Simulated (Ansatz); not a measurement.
Worked example: H₂Si–N, quartet against H$_{2}$Si–N, doublet

Geometry (PBE0/def2-TZVP stationary point of a doublet), kept for both states (H2Si–N, doublet: B2; H2Si–N, quartet: B2):

```yaml
atoms:
  - { symbol: Si, position_ang: [0.0000, 0.0000, 0.4837] }
  - { symbol: N, position_ang: [0.0000, 0.0000, -1.1538] }
  - { symbol: H, position_ang: [0.0000, 1.2516, 1.2775] }
  - { symbol: H, position_ang: [0.0000, -1.2516, 1.2775] }
```

Basis cc-pVTZ; Ansatz 0.2.0. Only valence electrons are correlated (noble-gas cores frozen). R marks a restricted (for open shells ROHF) determinant, U an unrestricted one.

Full CI isn't at hand for all of this; UCCSDT(Q) serves as the reference, and is uncertain by about the last step of the cluster series.

Unrestricted rows (U, and Kohn–Sham where it breaks symmetry) aren't spin-pure: their determinants' ⟨S²⟩ exceeds S(S+1) by up to 0.46, so they mix in states of higher spin.

```
    level  E(H2Si–N, doublet) (hartree)  E(H2Si–N, quartet) (hartree)
      UHF                   -344.485029                   -344.421906
     UMP2                   -344.742915                   -344.651314
 UCCSD(T)                   -344.802334                   -344.696896
      PBE                   -345.140066                   -345.032063
     PBE0                   -345.164858                   -345.067122
UCCSDT(Q)                   -344.806274                   -344.698650
```

Q: Give the vertical gap, H2Si–N quartet less H2Si–N doublet, at each level in eV (1 hartree = 27.2114 eV), and each error against UCCSDT(Q).

A: UCCSDT(Q): (-344.698650 − (-344.806274)) × 27.2114 = 2.929 eV (the reference)
PBE0: (-345.067122 − (-345.164858)) × 27.2114 = 2.660 eV, error -0.269 eV
PBE: (-345.032063 − (-345.140066)) × 27.2114 = 2.939 eV, error 0.010 eV
UCCSD(T): (-344.696896 − (-344.802334)) × 27.2114 = 2.869 eV, error -0.060 eV
UMP2: (-344.651314 − (-344.742915)) × 27.2114 = 2.493 eV, error -0.436 eV
UHF: (-344.421906 − (-344.485029)) × 27.2114 = 1.718 eV, error -1.211 eV

Total energies of functionals can't be set beside those of wave-function methods, since they hold the core's correlation and their own absolute errors; only the differences compare.

Each level lands on the state that its own search finds. T1 diagnostics of restricted CCSD: 0.031 and 0.022.
